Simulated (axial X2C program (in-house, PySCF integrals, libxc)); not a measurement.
# All-electron X2C curves of N₂⁺

What are the state, bond length, wavenumber and bond energy of N₂⁺, and what does spin–orbit coupling change?

The runs use an in-house X2C program for linear molecules on PySCF integrals; all-electron X2C, N dyall-av3z.

All values are calculated.

## 1. Input

Input file task.json:

```json
{"zs": [7, 7], "q": 1, "bas": ["dyall-av3z", "dyall-av3z"], "levels": ["PBE0", "HF", "TPSS"], "cc": true, "r0": 1.2, "thr": -2.0, "nmax": 90, "npts": 10, "nst": 2, "ntry": 6}
```

Keys: zs atomic numbers; q charge; bas basis sets; levels methods (HF also brings MP2); cc coupled cluster on or off; r0 starting distance in Å; thr threshold in hartree for freezing inner shells (an s shell follows its p shell); nmax most natural virtual spinors; npts points asked for on the curve; nst determinants followed; ntry starts of the search.

On the command line:

```
$ python so2c.py task.json out
```

Spin-free means the one-electron spin-free X2C Hamiltonian; two-component (2c) means X2C with spin–orbit coupling and atomic mean-field two-electron Coulomb and Gaunt terms. Basis: N dyall-av3z contracted to [7s7p3d2f]; Gaussian nuclei, density fitting. Masses: N 14.003 u.

Notation: σ, π±, δ± give the projection m of an orbital's angular momentum (0, ±1, ±2), α and β its spin, Λ and M_S the sums; ω is the projection of a spinor's total angular momentum and Ω the sum. Logs are in hartree.

The results follow Hamiltonian by Hamiltonian and level by level.

## 2. State search with PBE0

PBE0 moves the distance from 1.200 Å to 1.104 Å and compares determinants there.

Spin-free determinants:

| ΔE (eV) | state | open shells |
| --- | --- | --- |
| 0.00 | M_S = 1/2, Λ = 0 | beyond closed shells: σα |
| 1.19 | M_S = 1/2, Λ = 1 | beyond closed shells: π+α, π+β, π-α |

Two-component determinants:

```tsv
ΔE (eV)	state	open shells
0.00	Ω = 1/2	excess of +ω over −ω: ω = 1/2
1.18	Ω = 3/2	excess of +ω over −ω: ω = 3/2
```

## 3. PBE0, spin-free

State followed: M_S = 1/2, Λ = 0 (beyond closed shells: σα). The scan is laid around 1.104 Å, a first estimate of the minimum, and this SCF restarts from the orbitals of the search.

Output at 1.104 Å:

```text
spin-free X2C-1e  PBE0
basis functions 114  fitting functions 580  grid points 4342
iter        total energy     max residual
   1       -108.932693984     2.39e-05
   2       -108.932693986     6.92e-06
converged
one-electron -188.15569774  Coulomb 68.90192541  exact exchange -3.17358441  xc functional -9.99236926  nuclear repulsion 23.48703201
```

Along the bond, energies from the lowest point:

```csv
R (Å),E (eV),HOMO (eV),LUMO (eV),iterations
0.961,2.0620,-24.42,-19.71,25
1.005,0.8721,-24.72,-19.58,22
1.038,0.3485,-24.86,-19.49,21
1.071,0.0753,-24.45,-19.40,21
1.104,0.0000,-24.06,-19.31,2
1.143,0.1072,-23.64,-19.20,21
1.181,0.3747,-23.24,-19.09,21
1.231,0.8851,-22.77,-18.94,22
1.292,1.6713,-22.24,-18.76,22
1.380,2.9675,-21.54,-18.48,24
```

Outer orbitals at the reference distance:

```
symmetry  occupied  ε (eV)          atomic character
      σα       yes  -28.16  49% N p, 40% N s, 7% N d
      σβ       yes  -25.38  47% N p, 41% N s, 9% N d
      σα       yes  -25.05  68% N p, 26% N s, 5% N d
     π-α       yes  -24.42   90% N p, 6% N d, 4% N f
     π+α       yes  -24.42   90% N p, 6% N d, 4% N f
     π-β       yes  -24.06           89% N p, 7% N d
     π+β       yes  -24.06           89% N p, 7% N d
      σβ        no  -19.31  67% N p, 28% N s, 5% N d
     π-α        no  -11.81  69% N p, 24% N d, 7% N f
     π+α        no  -11.81  69% N p, 24% N d, 7% N f
     π+β        no  -11.14  68% N p, 24% N d, 8% N f
```

PBE0 fields in the half plane through the axis: z from -2.4 to 3.3 Å across, distance from the axis 0.15 to 2.25 Å upwards; N lies at z = 0 and N at z = 1.104 Å; the ELF is damped to zero where the density is low.

log10 density (e/bohr³). Ten even steps from ' ' (-6.86 ) to '@' (0.66 ):
```
    ....::::----------------::::::....  
  ....::------==============----::::....
....::----====++++++++++++======----::..
..::----==++++++**********++++====--::::
::::--==++++******************++====--::
::--====++**################****++==--::
::--==++**####%%%%%%%%%%%%%%##**++++==--
::--==++**##%%%%@@%%%%@@@@%%####**++==--
```

ELF. Ten even steps from '0' (0.00 ) to '9' (0.93 ):
```
00000000000000000000
00000000000000000000
00000000000000000000
00000123322233210000
00002566655566641000
00015899877889874000
00037999788879996100
00048993838048997200
```

Re = 1.102 Å, ωe = 2366 cm⁻¹, ωexe = 13.7 cm⁻¹, Be = 1.982 cm⁻¹, De = 8.71 eV.

## 4. HF, spin-free

The SCF at the reference distance of 1.104 Å:

```text
spin-free X2C-1e  HF
basis functions 114  fitting functions 580  grid points 4342
iter        total energy     max residual
   1       -108.461077965     6.63e-02
   2       -108.473815337     1.31e-02
   3       -108.474636079     4.82e-03
   4       -108.474711224     9.62e-04
   5       -108.474713426     1.58e-04
   6       -108.474713580     4.99e-05
   7       -108.474713591     3.80e-05
   8       -108.474713598     3.95e-06
   9       -108.474713598     1.02e-06
converged
one-electron -187.81707101  Coulomb 68.55695102  exact exchange -12.70162562  xc functional 0.00000000  nuclear repulsion 23.48703201
```

No constants are quoted: the points don't follow one smooth fit.

## 5. TPSS, spin-free

The SCF at the reference distance of 1.104 Å:

```text
spin-free X2C-1e  TPSS
basis functions 114  fitting functions 580  grid points 4342
iter        total energy     max residual
   1       -109.087043018     2.72e-02
   2       -109.087856411     2.80e-03
   3       -109.087931724     8.63e-04
   4       -109.087932898     5.37e-04
   5       -109.087933485     2.86e-04
   6       -109.087933963     1.24e-04
   7       -109.087934048     1.07e-05
   8       -109.087934048     2.09e-06
converged
one-electron -188.25469279  Coulomb 69.01944953  exact exchange 0.00000000  xc functional -13.33972280  nuclear repulsion 23.48703201
```

Re = 1.113 Å, ωe = 2262 cm⁻¹, ωexe = 14.5 cm⁻¹, Be = 1.944 cm⁻¹, De = 9.15 eV.

## 6. Correlated methods, spin-free

Correlated methods: 9 electrons correlated (frozen shells, counted by type: N 1 s), 199 virtual spinors in MP2, 89 natural virtuals in coupled cluster.

Output of the correlated part at 1.104 Å:

```text
correlated 9  virtual 199  natural virtual 89  E(MP2) -0.395934329  MP2 remainder -0.007147965
iter   CCSD correlation   residual
   1     -0.348260550   2.07e-01
   2     -0.370466615   8.95e-02
   3     -0.375692147   3.14e-02
   4     -0.376532657   9.00e-03
   5     -0.376364119   2.13e-03
   6     -0.376368482   5.56e-04
   7     -0.376382538   1.93e-04
   8     -0.376377563   7.42e-05
   9     -0.376377556   2.64e-05
  10     -0.376377476   9.18e-06
  11     -0.376377629   2.29e-06
  12     -0.376377631   6.89e-07
(T) -0.023298236  T1 0.0292  D1 0.0525  max T2 0.107
```

T1 in the output is the amplitude norm over the root of the electron number; divide by √2 for the Lee–Taylor value.

MP2: No constants are quoted: the reference is strongly spin-contaminated.

CCSD: No constants are quoted: the points don't follow one smooth fit.

CCSD(T): No constants are quoted: the points don't follow one smooth fit.

## 7. A higher determinant, spin-free

State: M_S = 1/2, Λ = 1 (beyond closed shells: π+α, π+β, π-α).

Output at the reference distance:

```text
spin-free X2C-1e  PBE0
basis functions 114  fitting functions 580  grid points 4342
iter        total energy     max residual
   1       -108.889061527     2.00e-05
   2       -108.889061529     3.38e-06
converged
one-electron -187.92892365  Coulomb 68.76057646  exact exchange -3.19959433  xc functional -10.00815201  nuclear repulsion 23.48703201
```

```csv
R (Å),E above the lowest PBE0 point (eV)
0.961,4.629
1.005,2.969
1.038,2.120
1.071,1.544
1.104,1.187
1.143,0.991
1.181,0.979
1.231,1.167
1.292,1.611
```

Re = 1.164 Å, ωe = 2030 cm⁻¹, ωexe = 12.3 cm⁻¹, Be = 1.776 cm⁻¹. Te = 0.96 eV.

## 8. The spin-free curves together

Energy (eV) of the followed determinant, spin-free, from each level's lowest point:

```csv
R (Å),PBE0,HF,MP2 (spin-contaminated),CCSD,CCSD(T),TPSS
0.961,2.062,1.962,2.632,n/a,n/a,2.253
1.005,0.872,0.898,1.282,1.034,1.133,1.010
1.038,0.348,0.471,0.637,0.456,0.523,0.442
1.071,0.075,0.295,0.241,0.128,0.162,0.123
1.104,0.000,0.317,0.041,0.000,0.000,0.000
1.143,0.107,0.538,0.000,0.045,0.005,0.049
1.181,0.375,0.000,2.879,0.482,0.496,0.257
1.231,0.885,0.234,3.509,0.941,0.927,0.688
1.292,1.671,0.538,4.226,n/a,n/a,1.374
1.380,2.968,0.938,5.109,n/a,n/a,2.523
```

## 9. PBE0, 2c

State followed: Ω = 1/2 (excess of +ω over −ω: ω = 1/2). The scan is laid around 1.104 Å, a first estimate of the minimum, and this SCF restarts from the orbitals of the search.

The SCF at the reference distance of 1.104 Å:

```text
two-component X2C + atomic mean field  PBE0
basis functions 114  fitting functions 580  grid points 4342
iter        total energy     max residual
   1       -108.927553902     2.96e-05
   2       -108.927553909     2.02e-05
   3       -108.927553912     1.21e-05
converged
one-electron -188.14231501  Coulomb 68.89802920  exact exchange -3.17338432  xc functional -9.99171258  nuclear repulsion 23.48703201  atomic mean-field constant -0.00520321
```

Along the bond, energies from the lowest point:

```csv
R (Å),E (eV),HOMO (eV),LUMO (eV),iterations
0.961,2.0616,-24.42,-19.71,25
1.005,0.8719,-24.72,-19.58,28
1.038,0.3483,-24.85,-19.49,24
1.071,0.0752,-24.44,-19.40,22
1.104,0.0000,-24.06,-19.30,3
1.143,0.1074,-23.63,-19.20,21
1.181,0.3749,-23.24,-19.09,21
1.231,0.8855,-22.76,-18.94,22
1.292,1.6719,-22.23,-18.76,22
1.380,2.9683,-21.54,-18.48,23
```

Outer spinors at the reference distance:

```tsv
ω	occupied	ε (eV)	atomic character	λ mixture
1/2	yes	-28.16	49% N p, 40% N s, 7% N d	100% σ
-1/2	yes	-25.38	47% N p, 41% N s, 9% N d	100% σ
1/2	yes	-25.05	68% N p, 26% N s, 5% N d	100% σ
-1/2	yes	-24.42	89% N p, 6% N d, 4% N f	100% π
3/2	yes	-24.41	90% N p, 6% N d, 4% N f	100% π
1/2	yes	-24.07	89% N p, 7% N d	100% π
-3/2	yes	-24.06	89% N p, 7% N d	100% π
-1/2	no	-19.30	67% N p, 28% N s, 5% N d	100% σ
-1/2	no	-11.81	69% N p, 24% N d, 7% N f	100% π
3/2	no	-11.80	69% N p, 24% N d, 7% N f	100% π
1/2	no	-11.14	68% N p, 24% N d, 8% N f	100% π
```

PBE0 fields in the half plane through the axis: z from -2.4 to 3.3 Å across, distance from the axis 0.15 to 2.25 Å upwards; N lies at z = 0 and N at z = 1.104 Å; the ELF is damped to zero where the density is low.

log10 density (e/bohr³). Ten even steps from ' ' (-6.87 ) to '@' (0.66 ):
```
    ....::::----------------::::::....  
  ....::------==============----::::....
....::----====++++++++++++======----::..
..::----==++++++**********++++====--::::
::::--==++++******************++====--::
::--====++**################****++==--::
::--==++**####%%%%%%%%%%%%%%##**++++==--
::--==++**##%%%%@@%%%%@@@@%%####**++==--
```

ELF. Ten even steps from ' ' (0.00 ) to '@' (0.93 ):
```
                                        
                                        
                                        
          ..::----::::::----::..        
        ::++******++++++******==..      
      ..++%%@@@@%%####%%%%@@%%##==      
      --##@@@@@@##%%%%%%##@@@@@@**..    
      ==%%@@@@--%%--%%  ==%%@@@@##::    
```

Re = 1.102 Å, ωe = 2367 cm⁻¹, ωexe = 13.7 cm⁻¹, Be = 1.982 cm⁻¹, De = 8.72 eV.

## 10. HF, 2c

The SCF at the reference distance of 1.104 Å:

```text
two-component X2C + atomic mean field  HF
basis functions 114  fitting functions 580  grid points 4342
iter        total energy     max residual
   1       -108.455994300     6.63e-02
   2       -108.468727527     1.31e-02
   3       -108.469547694     4.82e-03
   4       -108.469622786     9.61e-04
   5       -108.469624986     1.58e-04
   6       -108.469625140     5.05e-05
   7       -108.469625151     4.11e-05
   8       -108.469625159     3.56e-06
   9       -108.469625159     9.72e-07
converged
one-electron -187.80387019  Coulomb 68.55324971  exact exchange -12.70083347  xc functional 0.00000000  nuclear repulsion 23.48703201  atomic mean-field constant -0.00520321
```

No constants are quoted: the points don't follow one smooth fit.

## 11. TPSS, 2c

Output at 1.104 Å:

```text
two-component X2C + atomic mean field  TPSS
basis functions 114  fitting functions 580  grid points 4342
iter        total energy     max residual
   1       -109.081877327     2.72e-02
   2       -109.082689851     2.80e-03
   3       -109.082765096     8.63e-04
   4       -109.082766037     6.11e-04
   5       -109.082766801     3.12e-04
   6       -109.082767331     1.33e-04
   7       -109.082767433     1.03e-05
   8       -109.082767433     2.06e-06
converged
one-electron -188.24132297  Coulomb 69.01556435  exact exchange 0.00000000  xc functional -13.33883761  nuclear repulsion 23.48703201  atomic mean-field constant -0.00520321
```

Re = 1.113 Å, ωe = 2263 cm⁻¹, ωexe = 14.5 cm⁻¹, Be = 1.944 cm⁻¹, De = 9.15 eV.

## 12. Correlated methods, 2c

Correlated methods: 9 electrons correlated (frozen shells, counted by type: N 1 s), 199 virtual spinors in MP2, 90 natural virtuals in coupled cluster.

Output of the correlated part at 1.104 Å:

```text
correlated 9  virtual 199  natural virtual 90  E(MP2) -0.395846587  MP2 remainder -0.006653383
iter   CCSD correlation   residual
   1     -0.348632015   2.07e-01
   2     -0.370846701   8.95e-02
   3     -0.376068086   3.14e-02
   4     -0.376908620   9.00e-03
   5     -0.376740369   2.13e-03
   6     -0.376744304   5.56e-04
   7     -0.376758474   1.93e-04
   8     -0.376753489   7.41e-05
   9     -0.376753480   2.64e-05
  10     -0.376753400   9.16e-06
  11     -0.376753554   2.28e-06
  12     -0.376753555   6.87e-07
(T) -0.023330726  T1 0.0292  D1 0.0526  max T2 0.107
```

MP2: No constants are quoted: the reference is strongly spin-contaminated.

CCSD: No constants are quoted: the points don't follow one smooth fit.

CCSD(T): No constants are quoted: the points don't follow one smooth fit.

## 13. A higher determinant, 2c

State: Ω = 3/2 (excess of +ω over −ω: ω = 3/2).

Output at the reference distance:

```text
two-component X2C + atomic mean field  PBE0
basis functions 114  fitting functions 580  grid points 4342
iter        total energy     max residual
   1       -108.884117423     3.56e-05
   2       -108.884117434     1.20e-05
   3       -108.884117436     1.88e-06
converged
one-electron -187.91624473  Coulomb 68.75723008  exact exchange -3.19939749  xc functional -10.00753409  nuclear repulsion 23.48703201  atomic mean-field constant -0.00520321
```

```csv
R (Å),E above the lowest PBE0 point (eV)
0.961,4.622
1.005,2.963
1.038,2.114
1.071,1.539
1.104,1.182
1.143,0.985
1.181,0.974
1.231,1.162
1.292,1.606
```

Re = 1.164 Å, ωe = 2031 cm⁻¹, ωexe = 12.3 cm⁻¹, Be = 1.776 cm⁻¹. Te = 0.96 eV.

## 14. The 2c curves together

Energy (eV) of the followed determinant, 2c, from each level's lowest point:

```csv
R (Å),PBE0,HF,MP2 (spin-contaminated),CCSD,CCSD(T),TPSS
0.961,2.062,1.670,3.580,n/a,n/a,2.253
1.005,0.872,0.669,2.395,1.199,1.376,1.009
1.038,0.348,0.261,1.940,0.615,0.756,0.442
1.071,0.075,0.068,1.823,0.292,0.399,0.123
1.104,0.000,0.548,0.000,0.000,0.000,0.000
1.143,0.107,0.000,1.731,0.300,0.389,0.049
1.181,0.375,0.156,2.340,0.497,0.553,0.257
1.231,0.886,0.431,3.154,0.927,0.948,0.688
1.292,1.672,0.772,4.180,n/a,n/a,1.375
1.380,2.968,1.173,5.069,n/a,n/a,2.524
```

The whole job took 80 s on 1 thread of Intel Xeon 6975P-C (Granite Rapids), shared host; peak memory 0.51 GiB.

## 15. Results

Lowest determinant that the search found at its distance, spin-free: M_S = 1/2, Λ = 0 (beyond closed shells: σα).

Lowest determinant that the search found at its distance, 2c: Ω = 1/2 (excess of +ω over −ω: ω = 1/2).

```json
{"Hamiltonian": "spin-free", "level": "PBE0", "Re (Å)": "1.102", "ωe (cm⁻¹)": "2366", "De (eV)": "8.71"}
{"Hamiltonian": "spin-free", "level": "TPSS", "Re (Å)": "1.113", "ωe (cm⁻¹)": "2262", "De (eV)": "9.15"}
{"Hamiltonian": "2c", "level": "PBE0", "Re (Å)": "1.102", "ωe (cm⁻¹)": "2367", "De (eV)": "8.72"}
{"Hamiltonian": "2c", "level": "TPSS", "Re (Å)": "1.113", "ωe (cm⁻¹)": "2263", "De (eV)": "9.15"}
```

No constants: spin-free HF (the points don't follow one smooth fit); spin-free MP2 (the reference is strongly spin-contaminated); spin-free CCSD (the points don't follow one smooth fit); spin-free CCSD(T) (the points don't follow one smooth fit); 2c HF (the points don't follow one smooth fit); 2c MP2 (the reference is strongly spin-contaminated); 2c CCSD (the points don't follow one smooth fit); 2c CCSD(T) (the points don't follow one smooth fit).

Time per point (s) on 1 thread of Intel Xeon 6975P-C (Granite Rapids), shared host (2c runs); the times are rough: PBE0 0.31, TPSS 0.49.

At PBE0, going from spin-free to two-component changes Re by 0 mÅ, ωe by 0.0 %, which is small (part of it comes from the scalar share of the two-electron terms). De moves by 0.00 eV; both De rest on single-determinant atoms, which can miss part of an open shell's spin–orbit lowering.

De refers to N + N+, each in the lowest determinant found, which need not be this curve's own limit. Each curve is one determinant whose occupation by symmetry is held fixed; it was picked as the lowest of a PBE0 search that is not exhaustive. De is counted from the lowest determinant-based energies of the atoms at the same level, without counterpoise correction. Density functionals use the spin component along the axis (collinear). The meta-GGAs lack a current-density term, which matters for open shells with orbital currents, atoms included.
